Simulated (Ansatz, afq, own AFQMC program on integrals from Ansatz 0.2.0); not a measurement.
Integrals from Ansatz 0.2.0, then the random walk in our own AFQMC program (afq).

```yaml
crystal:
  periodic: [false, false, false]
  atoms:
    - {symbol: Si, position_ang: [0.000000, 0.000000, 0.554993]}
    - {symbol: O, position_ang: [0.000000, 0.000000, -1.121434]}
    - {symbol: H, position_ang: [0.000000, 1.331946, 1.168229]}
    - {symbol: H, position_ang: [0.000000, -1.331946, 1.168229]}
basis:
  gaussian: {orbitals: cc-pVDZ}
magnetization: {spin_polarized: true, initial_magnetization: 2}
correlation: {method: ccsd_t, electrons: outside_noble_gas, hamiltonian_folder: ham}
```

```sh
$ ansatz run in.yaml --threads 1 --pin off --events-out ev --progress --plain --max-ram 1843MiB
```

Options of the walk:

```
--method phaseless --trial hf --walkers 120 --populations 1 --least-time 40 --time-step 0.005 --steps-per-block 20 --equilibration-blocks 112 --max-blocks 600 --target-error 0.00126 --factor-cut 1e-05 --start spin_pure --seed 6263 --taylor-order 6
```

Times are imaginary, in 1/Eh. The walk had a cap of 1252 s.

Log:

```
orbitals 36  electrons 7 5  factors 265 of 398
reference energy -364.86278494 Eh
CCSD correlation -0.25884383 Eh in 12 cycles, weight of the determinant in the CISD state 0.8915
energy of the start -364.863251 Eh
 block  time / (1/Eh)  mean weight  energy / Eh
     1     0.100  1.0006  -364.929267
     2     0.200  1.0016  -364.975067
     3     0.300  1.0024  -365.006968
     4     0.400  1.0010  -365.028830
     5     0.500  1.0023  -365.060331
     8     0.800  1.0003  -365.078910
    18     1.800  0.9991  -365.133047
    69     6.900  1.0009  -365.135891
   120    12.000  0.9980  -365.127495
   171    17.100  1.0027  -365.180940
   222    22.200  1.0002  -365.124395
   273    27.300  1.0002  -365.072836
   324    32.400  0.9972  -365.105983
   375    37.500  0.9988  -365.098692
   392    39.200  0.9997  -365.182113
   426    42.600  0.9985  -365.119182
   477    47.700  1.0008  -365.134353
   528    52.800  0.9986  -365.104639
   579    57.900  1.0003  -365.100324
   630    63.000  1.0005  -365.133837
   681    68.100  1.0011  -365.124334
   698    69.800  1.0007  -365.099009
blocks merged  error / Eh  count
     1  0.000831  600
     2  0.001064  300
     4  0.001280  150
     8  0.001516  75
    16  0.001627  37
    32  0.001748  18
    64  0.001957  9
energy -365.124019 +/- 0.001748 Eh
(rows thinned)
```

The run passed its tests (sampling time, drift between the halves within three errors, error under three times the target), which doesn't prove that it has relaxed.

Against this walk (error 47.6 meV) on the same determinant: CCSD(T) 84.5 meV lower (within the noise), CCSDT(Q) 126.4 meV lower, a separate phaseless walk with a CISD trial and standard settings 90.9 ± 48.9 meV lower (within the noise). The error is statistical and leaves out the bias of the constraint.

Cautions: constraint bias not in the error; error above the target (47.6 against 34.3 meV); lower spins were not checked.

The walk took 3.3 min on 1 thread of Intel(R) Xeon(R) 6975P-C (Granite Rapids), with other jobs on the host. The log's last line is the phaseless energy.

CCSDT and higher add their correlation energy to the determinant of the CCSD(T) run, since their own runs factorise the integrals more tightly (a shift of under 2 meV). A walk keeps the symmetry of its determinant, which the program's search chose and which needn't be the lowest solution, so a lower state of the same spin and another symmetry isn't excluded.
